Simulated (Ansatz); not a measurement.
Input for Ansatz (development build ahead of 0.2.0):

```yaml
crystal:
  periodic: [false, false, false]
  atoms:
    - { symbol: Si, position_ang: [0.0, 0.0, 0.0] }
    - { symbol: Si, position_ang: [0.0, 0.0, 3.6] }
basis:
  gaussian: { orbitals: def2-SVP }
magnetization:
  spin_polarized: true
  initial_magnetization: 2
hamiltonian:
  xc: pbe0
output:
  forces: true
```

The input is written out in the form of the current development build from the run's settings.

The run gave:

- Converged: yes
- Total energy: -578.31750 hartree
- Spin squared of the determinant: 2.474
- Stability test: minimum

Forces (eV/Å):
```tsv
atom	Fx	Fy	Fz
Si1	0.000	0.000	1.331
Si2	0.000	0.000	-1.331
```

Caution: the unrestricted determinant is spin contaminated.
